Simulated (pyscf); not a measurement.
Single points on ωB97X-D3(BJ)/def2-SVP structures (PySCF, gas phase). Correlated levels are frozen-core, on RHF or UHF. ΔMP2 is the change of the MP2 total energy from the triple- to the quadruple-zeta basis.

### Question
For the elementary gas-phase step HC≡C–CH₂⁺ (SMILES C#C[CH2+]) + H₂O (SMILES O) -> HC⁺=C=CH₂ (SMILES [CH+]=C=C) + H₂O (SMILES O) (singlet surface; C–H, H–O broken, C–H, H–O formed), what barrier and reaction energy does CCSD(T)/def2-TZVPP + ΔMP2(QZVPP) give, measured from the separated reactants?

### Answer
ΔE‡ = 25.9 kcal/mol, ΔE = 0.0 kcal/mol. Zero-point energy shifts the barrier by +1.0 kcal/mol. It is a concerted two-bond exchange, with an imaginary mode of 376i cm⁻¹. On the reactant side the descent ends in a bound adduct, 14.6 kcal/mol under the separated species and 39.3 kcal/mol under the saddle at ωB97X-D3(BJ)/def2-TZVP. On the product side the descent ends in a bound adduct, 14.6 kcal/mol under the separated species and 39.3 kcal/mol under the saddle at ωB97X-D3(BJ)/def2-TZVP. HC≡C–CH₂⁺ lies 32.5 kcal/mol over its isomer cyclic C₃H₃+ (SMILES c1c[cH+]1) (electronic energy, ωB97M-D3(BJ)). HC⁺=C=CH₂ lies 32.5 kcal/mol over its isomer cyclic C₃H₃+ (SMILES c1c[cH+]1) (electronic energy, ωB97M-D3(BJ)). This is the saddle that the search found; another between the same sides may lie lower. The CCSD(T) − MP2 part came from Ansatz, without density fitting, on the same reference.
